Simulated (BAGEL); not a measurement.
# HF/3-21G (density fitting with qzvpp-jkfit) run of C3H2ClF (SMILES FC1=CC1Cl)

Aim: the energy change on altering one bond length of C3H2ClF at HF/3-21G (density fitting with qzvpp-jkfit), from 2 runs. 

The results are computed with BAGEL 1.2.2.

## Step 1: The structure to begin with

C3H2ClF has 7 atoms, charge 0, and is taken as a singlet. SMILES: `FC1=CC1Cl`. Geometry: relaxed at PBE0-D4/def2-TZVP.

Bond lengths: F1–C2 1.299 Å, C2–C3 1.288 Å, C2–C4 1.439 Å, C3–C4 1.503 Å, C4–Cl5 1.797 Å, C3–H6 1.075 Å, C4–H7 1.086 Å. Some angles: F1–C2–C3 149.0°, F1–C2–C4 144.3°, C3–C2–C4 66.6°, C2–C3–C4 61.5°, C2–C4–C3 51.9°, C2–C4–Cl5 120.4°, C3–C4–Cl5 119.9°, C2–C3–H6 154.3°, C4–C3–H6 144.1°, C2–C4–H7 124.6°.

## Step 2: The energy at HF/3-21G (density fitting with qzvpp-jkfit)

The input, input.json:

```json
{ "bagel" : [

{
  "title" : "molecule",
  "basis" : "3-21g",
  "df_basis" : "qzvpp-jkfit",
  "angstrom" : true,
  "geometry" : [
    { "atom" : "F", "xyz" : [       0.416000,      -2.094500,      -0.334400 ] },
    { "atom" : "C", "xyz" : [       0.254800,      -0.851400,       0.006900 ] },
    { "atom" : "C", "xyz" : [       0.154700,       0.033300,       0.937200 ] },
    { "atom" : "C", "xyz" : [       0.000700,       0.474100,      -0.491600 ] },
    { "atom" : "Cl", "xyz" : [      -1.623600,       0.912000,      -1.122900 ] },
    { "atom" : "H", "xyz" : [       0.123900,       0.365700,       1.959300 ] },
    { "atom" : "H", "xyz" : [       0.734800,       1.092800,      -1.000200 ] }
  ]
},

{ "title" : "hf" },

{ "title" : "print", "file" : "orbitals.molden", "orbitals" : true }

]}
```

The run is started by

```
$ BAGEL_NUM_THREADS=1 BAGEL input.json > input.out
```

Log:

```text
* using 1 threads per process

  ===============================================================
  ===============================================================

  *** Geometry ***

  { "atom" : "F", "xyz" : [      0.786126,     -3.958031,     -0.631924 ] },
  { "atom" : "C", "xyz" : [      0.481502,     -1.608913,      0.013039 ] },
  { "atom" : "C", "xyz" : [      0.292341,      0.062928,      1.771051 ] },
  { "atom" : "C", "xyz" : [      0.001323,      0.895919,     -0.928989 ] },
  { "atom" : "Cl", "xyz" : [     -3.068159,      1.723430,     -2.121973 ] },
  { "atom" : "H", "xyz" : [      0.234137,      0.691073,      3.702540 ] },
  { "atom" : "H", "xyz" : [      1.388571,      2.065093,     -1.890104 ] },

  Number of auxiliary basis functions:      466

  Since a DF basis is specified, we compute 2- and 3-index integrals:
    o Being stored without compression. Storage requirement is 0.010 GB

  Number of basis functions:       53
  Number of electrons      :       46

    * METHOD: MOLECULE                             0.13

  *** RHF ***

  === Nuclear Repulsion ===
   195.7062309754

      * DIIS with orbital gradients will be used.

  === RHF iteration (3-21g) ===
      0       -670.09844958          0.01802313           0.03
      1       -670.17226850          0.00981224           0.03
      2       -670.19143058          0.00190406           0.03
      3       -670.19290232          0.00029212           0.03
      4       -670.19296704          0.00012474           0.03
      5       -670.19297732          0.00003819           0.03
      6       -670.19297827          0.00001789           0.03
      7       -670.19297843          0.00000654           0.03
      8       -670.19297846          0.00000293           0.03
      9       -670.19297847          0.00000140           0.03
     10       -670.19297847          0.00000041           0.03
     11       -670.19297847          0.00000015           0.03
     12       -670.19297847          0.00000006           0.03
     13       -670.19297847          0.00000003           0.03
     14       -670.19297847          0.00000001           0.03
    * SCF iteration converged.

    * Permanent dipole moment:
           (   -0.851330,    -0.080471,    -0.745622) a.u.

    * METHOD: HF                                   0.52

    * METHOD: PRINT                                0.01

  ===============================================================
```

Wall time 0.78 s (1 thread of Arm Neoverse V2, shared host).

## Step 3: The distorted shape, same level

The input, input.json:

```json
{ "bagel" : [

{
  "title" : "molecule",
  "basis" : "3-21g",
  "df_basis" : "qzvpp-jkfit",
  "angstrom" : true,
  "geometry" : [
    { "atom" : "F", "xyz" : [    0.195757,   -2.280121,   -0.181811 ] },
    { "atom" : "C", "xyz" : [    0.034557,   -1.037021,    0.159489 ] },
    { "atom" : "C", "xyz" : [   -0.065543,   -0.152321,    1.089789 ] },
    { "atom" : "C", "xyz" : [   -0.219543,    0.288479,   -0.339011 ] },
    { "atom" : "Cl", "xyz" : [   -1.843843,    0.726379,   -0.970311 ] },
    { "atom" : "H", "xyz" : [   -0.096343,    0.180079,    2.111889 ] },
    { "atom" : "H", "xyz" : [    0.734800,    1.092800,   -1.000200 ] }
  ]
},
{ "title" : "hf" },
{ "title" : "print", "file" : "orbitals.molden", "orbitals" : true }

]}
```

The run is started by

```
$ BAGEL_NUM_THREADS=1 BAGEL input.json > input.out
```

Log:

```text
* using 1 threads per process

  ===============================================================
  ===============================================================

  *** Geometry ***

  { "atom" : "F", "xyz" : [      0.369927,     -4.308804,     -0.343573 ] },
  { "atom" : "C", "xyz" : [      0.065303,     -1.959686,      0.301391 ] },
  { "atom" : "C", "xyz" : [     -0.123858,     -0.287845,      2.059403 ] },
  { "atom" : "C", "xyz" : [     -0.414876,      0.545146,     -0.640638 ] },
  { "atom" : "Cl", "xyz" : [     -3.484358,      1.372657,     -1.833622 ] },
  { "atom" : "H", "xyz" : [     -0.182062,      0.340300,      3.990892 ] },
  { "atom" : "H", "xyz" : [      1.388571,      2.065093,     -1.890104 ] },

  Number of auxiliary basis functions:      466

  Since a DF basis is specified, we compute 2- and 3-index integrals:
    o Being stored without compression. Storage requirement is 0.010 GB

  Number of basis functions:       53
  Number of electrons      :       46

    * METHOD: MOLECULE                             0.13

  *** RHF ***

  === Nuclear Repulsion ===
   194.2658691929

      * DIIS with orbital gradients will be used.

  === RHF iteration (3-21g) ===
      0       -670.04864360          0.01829196           0.03
      1       -670.12435973          0.01031799           0.03
      2       -670.14562994          0.00197882           0.03
      3       -670.14735748          0.00033069           0.03
      4       -670.14743570          0.00013964           0.03
      5       -670.14744821          0.00004309           0.03
      6       -670.14744930          0.00001981           0.03
      7       -670.14744950          0.00000671           0.03
      8       -670.14744954          0.00000302           0.03
      9       -670.14744955          0.00000149           0.03
     10       -670.14744955          0.00000045           0.03
     11       -670.14744955          0.00000017           0.03
     12       -670.14744955          0.00000007           0.03
     13       -670.14744955          0.00000003           0.03
     14       -670.14744955          0.00000001           0.03
    * SCF iteration converged.

    * Permanent dipole moment:
           (   -0.760136,    -0.034579,    -0.789151) a.u.

    * METHOD: HF                                   0.53

    * METHOD: PRINT                                0.01

  ===============================================================
```

It took 0.78 s on 1 thread of Arm Neoverse V2, shared host.

## Step 4: Summary of results

At HF/3-21G (density fitting with qzvpp-jkfit):

```
                                                         quantity          value
                                        first shape: total energy  -670.19298 Eh
                                       first shape: dipole moment         2.88 D
                                         first shape: HOMO energy      -10.77 eV
                                         first shape: LUMO energy        4.20 eV
                                       first shape: HOMO–LUMO gap       14.97 eV
                                    distorted shape: total energy  -670.14745 Eh
                                   distorted shape: dipole moment         2.79 D
                                     distorted shape: HOMO energy      -10.52 eV
                                     distorted shape: LUMO energy        4.14 eV
                                   distorted shape: HOMO–LUMO gap       14.65 eV
energy change with the C4–H7 bond stretched from 1.086 to 1.412 Å       1.239 eV
```

In words: With the C4–H7 bond stretched from 1.086 to 1.412 Å the energy rises by 1.24 eV (29 kcal/mol). The first shape isn't relaxed at this level, so the change isn't measured from a minimum.
